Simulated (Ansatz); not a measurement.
Input file:

```yaml
crystal:
  periodic: [false, false, false]
  atoms:
    - {symbol: Al, position_ang: [0.000000, 0.000000, 0.000000]}
    - {symbol: P, position_ang: [0.000000, 0.000000, 3.305000]}
basis:
  gaussian: {orbitals: 6-31G}
magnetization: {spin_polarized: false}
hamiltonian: {xc: {name: PBE0}}
correlation: {method: bccd, electrons: outside_noble_gas}
scf: {lower_state_search: off}
output: {forces: true}
```

```sh
$ ansatz run in.yaml --threads 1 --pin off --events-out ev --progress --plain --max-ram 2393MiB
```

Problem. Roughly how long does this take on 1 thread of Arm Neoverse V2, shared host, and how much host memory?

Solution. 1 s wall and 0.07 GiB.

```
these checks for a lower state are left out or cut short: starts, cluster_reference, orbital_swaps, neighbouring_geometries, increment
278 factors; integrals over basis functions are off by at most 1.2e-4 eV
mean field evaluation 1: about -15871.4619 eV, gradient 1.4e1 eV
mean field evaluation 2: about -15871.4617 eV, gradient 1.4e1 eV
mean field evaluation 4: about -15873.0407 eV, gradient 1.7e0 eV
mean field evaluation 8: about -15873.0655 eV, gradient 1.7e-1 eV
mean field evaluation 16: about -15873.0657 eV, gradient 1.9e-5 eV
mean field -15873.06570386 eV, -583.3244054664 hartree, gradient 2.2e-7 eV, S^2 0.000000; 0 other end points of the search recorded, 0 dependent functions left out; unrestricted orbitals would lower it
10 core orbitals not correlated: weight in the atoms' cores, before any rotation towards them, 1.000 or more for the frozen orbitals, at most 0.000 for the correlated occupied ones
reference -15849.47849617 eV, -582.4575915719 hartree; 4, 4 occupied and 12, 12 virtual orbitals, 278 factors
second order -1.98622744 eV of doubles, -0.15967049 eV of singles
cycle   1  -2.30083870 eV  change   -1.7e-1 eV  update   1.5e-1
cycle   2  -2.51916440 eV  change   -2.2e-1 eV  update   7.3e-2
cycle   3  -2.65753673 eV  change   -1.4e-1 eV  update   3.0e-2
cycle   4  -2.66456133 eV  change   -7.0e-3 eV  update   1.5e-2
cycle   5  -2.68079967 eV  change   -1.6e-2 eV  update   1.3e-2
...
cycle  17  -2.73881981 eV  change   -2.3e-5 eV  update   1.6e-5
cycle  18  -2.73882591 eV  change   -6.1e-6 eV  update   1.2e-5
cycle  19  -2.73881500 eV  change    1.1e-5 eV  update   7.1e-6
cycle  20  -2.73881349 eV  change    1.5e-6 eV  update   4.5e-6
cycle  21  -2.73881039 eV  change    3.1e-6 eV  update   3.8e-6
cycle  22  -2.73880882 eV  change    1.6e-6 eV  update   3.2e-6
cycle  23  -2.73880478 eV  change    4.0e-6 eV  update   2.5e-6
cycle  24  -2.73880030 eV  change    4.5e-6 eV  update   1.8e-6
cycle  25  -2.73879667 eV  change    3.6e-6 eV  update   1.1e-6
cycle  26  -2.73879629 eV  change    3.8e-7 eV  update   3.2e-7
the calculation of the forces begins
Total energy: -15852.21729246 eV, -582.5582404793 hartree
Atom 0 at     0.000000     0.000000     0.000000 Å, force     0.000000     0.000000     1.247341 eV/Å
Atom 1 at     0.000000     0.000000     3.305000 Å, force     0.000000    -0.000000    -1.247341 eV/Å
Dipole moment:     0.000000     0.000000    -0.942138 e Å
Checks for a lower state left out: starts, cluster_reference, orbital_swaps, neighbouring_geometries, increment
```

Forces (eV/Å):
```
Al   0.000  0.000  1.247
P    0.000  0.000 -1.247
```
